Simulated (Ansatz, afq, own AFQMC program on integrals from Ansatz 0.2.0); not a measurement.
## AlH$_{4}$, doublet: AFQMC among the cluster methods

```xyz
5

Al   -0.0681    0.0002   -0.1510
H     0.5102    0.0020    2.2578
H    -0.3605   -0.0101    2.2244
H     0.8338    1.5728   -0.2147
H     0.8387   -1.5692   -0.2266
```

Basis 6-31G. Only valence electrons are correlated. Integrals, coupled cluster, full CI and functionals: Ansatz 0.2.0; the random walks run on the same integrals in our own AFQMC program. ph-AFQMC/CISD is guided by a CISD state made of CCSD amplitudes; releasing the constraint for a short imaginary time cuts its bias at the price of noise, slowly where states lie close. Uncertainties: one standard error, sampling alone.

Determinant: UHF, the one that the program's search chose, which needn't be the lowest solution. The geometry is a point of a scan.

Full CI on the same integrals is exact in this basis and with this determinant's frozen core.

```
T1 diagnostic                               : 0.0150
weight of the determinant in the CISD state : 0.927
⟨S²⟩ of the determinant                     : 0.755
size of the correlated space                : 7 electrons in 16 orbitals
```

Reference: full CI, correlation energy -2.175 eV. The released energy is read at 2.40 1/Eh (meV from the phaseless value at times in 1/Eh: -0.6 ± 0.9 at 0.24, -2.4 ± 2.0 at 0.51, -1.9 ± 0.8 at 0.99, -1.8 ± 0.7 at 1.62, -2.5 ± 0.6 at 2.40).

```tsv
level	E − E(reference) (kJ/mol)	share of correlation (%)
HF	209.8	0.00
MP2	72.4	65.51
CCSD	3.6	98.28
CCSD(T)	1.4	99.35
CCSDT	0.1	99.96
CCSDT(Q)	0.0	99.99
CCSDTQ	0.0	100.00
ph-AFQMC/CISD	0.2 ± 0.1	99.88
released AFQMC	0.0 ± 0.06	100.00
```

CCSDT and higher add their correlation energy to the determinant of the CCSD(T) run, since their own runs factorise the integrals more tightly (a shift of under 2 meV). Released energies are given only where the last usable release times agree within the noise; a slower fall can still hide under it.
